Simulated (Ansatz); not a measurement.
# CH3OS−: single points off equilibrium

The task here is to estimate one member of a computed series from the others.

Method: single points in def2-TZVPPD; program: Ansatz 0.2.0, Gaussian basis.

Cores are frozen in the correlated methods. B3LYP uses VWN-RPA correlation.

## The system as given

SMILES `CO[S-]`, 6 atoms, charge -1, spin multiplicity 1.

Atoms are counted from 1 here; the program's logs count them from 0.

Bond lengths: C1–O2 1.263 Å, C1–H4 1.011 Å, C1–H5 1.057 Å, C1–H6 1.064 Å, O2–S3 1.653 Å. Angles: O2–C1–H4 114.4°, O2–C1–H5 109.9°, O2–C1–H6 108.5°, H4–C1–H5 109.4°, H4–C1–H6 111.4°, H5–C1–H6 102.6°, C1–O2–S3 115.7°.

Geometry (Å):

```
C    -0.3457    0.2343   -0.0969
O     0.5658    0.0305    0.7537
S     1.4775   -1.3279    0.5151
H    -1.0011   -0.5292   -0.1980
H     0.0822    0.4560   -1.0376
H    -0.8427    1.1424    0.1511
```

The first run:

run/in.yaml

```yaml
crystal:
  periodic: [false, false, false]
  atoms:
    - {symbol: C, position_ang: [-0.345700, 0.234300, -0.096900]}
    - {symbol: O, position_ang: [0.565800, 0.030500, 0.753700]}
    - {symbol: S, position_ang: [1.477500, -1.327900, 0.515100]}
    - {symbol: H, position_ang: [-1.001100, -0.529200, -0.198000]}
    - {symbol: H, position_ang: [0.082200, 0.456000, -1.037600]}
    - {symbol: H, position_ang: [-0.842700, 1.142400, 0.151100]}
basis:
  gaussian: {orbitals: "def2-TZVPPD.json"}
total_charge: -1
correlation: {method: ccsd_t}
output: {forces: true}
```

The basis file named in the input lies beside it (Basis Set Exchange, JSON).

No record of the launch command was kept for these runs.

Among the steps run: CCSD(T)/def2-TZVPPD; PBE0-D4/def2-TZVPPD; wB97M-V/def2-TZVPPD; r2SCAN-D4/def2-TZVPPD; PBE-D4/def2-TZVPPD; BHLYP-D4/def2-TZVPPD; B3LYP-D4/def2-TZVPPD.

One of the session's tables, all rows but one given; the rest of the session is left out.

```
   method  RMS force component (eV/Å)  angle to CCSD(T) forces (°)
  CCSD(T)                       2.334                    reference
  PBE0-D4                       2.170                          4.3
  wB97M-V                           ?                            ?
r2SCAN-D4                       2.236                          2.4
   PBE-D4                       2.319                          4.2
 BHLYP-D4                       2.085                          4.8
 B3LYP-D4                       2.229                          2.4
```

**Question.** Estimate the row for wB97M-V.

**Answer.** RMS force component (eV/Å): 2.242; angle to CCSD(T) forces (°): 2.2. In the column «RMS force component (eV/Å)» it lies between r2SCAN-D4 (2.236) and PBE-D4 (2.319).

To keep in mind: The anion's highest level is positive in at least one run, so there the basis alone may hold the extra electron.
